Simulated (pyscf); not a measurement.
HO–SiH₃ + H₂B–Cl → H₂B–O–SiH₃ + HCl (four-centre exchange; singlet surface; H–O, B–Cl broken, B–O, Cl–H formed). Single points on ωB97X-D3(BJ)/def2-SVP structures (PySCF, gas phase). Correlated levels are frozen-core, on RHF or UHF. ΔMP2 is the change of the MP2 total energy from the triple- to the quadruple-zeta basis. Energies in kcal/mol from the separated reactants.

| level | barrier | reaction energy |
|---|---|---|
| ωB97X-D3(BJ)/def2-TZVP | 5.8 | -10.6 |
| ωB97M-D3(BJ)/def2-TZVP | 6.2 | -10.8 |
| HF/def2-TZVP | 22.5 | -11.7 |
| MP2/def2-QZVPP | 5.4 | -9.9 |
| CCSD/def2-TZVPP | 10.0 | -10.9 |
| CCSD(T)/def2-TZVPP | 7.3 | -10.6 |
| CCSD(T)/def2-TZVPP + ΔMP2(QZVPP) | 7.3 | -10.6 |

On the reactant side the descent ends in an adduct with a B–O contact, 14.0 kcal/mol under the separated species and 19.8 kcal/mol under the saddle at ωB97X-D3(BJ)/def2-TZVP. On the product side the descent ends in a complex (not fully relaxed), 4.3 kcal/mol under the separated species and 20.7 kcal/mol under the saddle at ωB97X-D3(BJ)/def2-TZVP. What is counted as formed (B–O) is already present as a longer contact in the reactant adduct; forming that adduct is a step of its own. This is the saddle that the search found; another between the same sides may lie lower. The CCSD(T) − MP2 part came from Ansatz, without density fitting, on the same reference.
